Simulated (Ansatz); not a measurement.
```yaml
crystal:
  periodic: [false, false, false]
  atoms:
    - {symbol: Si, position_ang: [-0.005296, 0.005079, -0.585715]}
    - {symbol: C, position_ang: [0.008266, -0.010198, 1.262526]}
    - {symbol: N, position_ang: [0.021975, -0.020970, 2.414012]}
    - {symbol: H, position_ang: [1.402183, 0.016048, -1.039645]}
    - {symbol: h, position_ang: [-0.719846, 1.226460, -1.015640]}
    - {symbol: H, position_ang: [-0.707283, -1.216419, -1.035528]}
basis:
  gaussian: {orbitals: def2-TZVP}
magnetization: {spin_polarized: true, initial_magnetization: 2}
hamiltonian: {xc: {name: PBE0}}
scf: {lower_state_search: full}
output: {forces: true}
```

```sh
$ ansatz run in.yaml --threads 4 --pin off --events-out ev --progress --plain --max-ram 3916MiB
```

Output, abridged:

```
Error: YAML parse error: error: line 8 column 16: `h` is not an element symbol (H … Og, case-exact)
 6 |     - {symbol: N, position_ang: [0.021975, -0.020970, 2.414012]}
 7 |     - {symbol: H, position_ang: [1.402183, 0.016048, -1.039645]}
 8 |     - {symbol: h, position_ang: [-0.719846, 1.226460, -1.015640]}
 9 |     - {symbol: H, position_ang: [-0.707283, -1.216419, -1.035528]}
10 | basis:
```

In this input an element symbol is wrong. The input was rejected before any iteration.
